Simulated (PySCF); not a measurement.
Isomers of C2H7N. Isolated molecules, 0 K electronic values unless said otherwise. One relaxed conformer stands for each flexible species; it need not be the lowest. Strings in code marks are SMILES.

Quantity: electronic energy of isomers of C2H7N relative to `CCN`, in kcal/mol.

Case: `CNC`. Geometry of `CNC` (neutral, multiplicity 1, Å):

```xyz
10

C      1.1531     0.3588     0.0392
N      0.1421    -0.6527     0.2427
C     -1.1572    -0.2491    -0.2428
H      1.3127     0.5032    -1.0335
H      2.1006     0.0319     0.4722
H      0.8963     1.3426     0.4689
H      0.0837    -0.8863     1.2249
H     -1.1205    -0.1370    -1.3305
H     -1.8964    -1.0198    -0.0157
H     -1.5144     0.7083     0.1746
```

Estimate the electronic energy of isomers of C2H7N relative to `CCN` that HF/STO-3G // PBE0-D3(BJ)/def2-TZVP (PySCF) returns for this input.

2.65 kcal/mol.
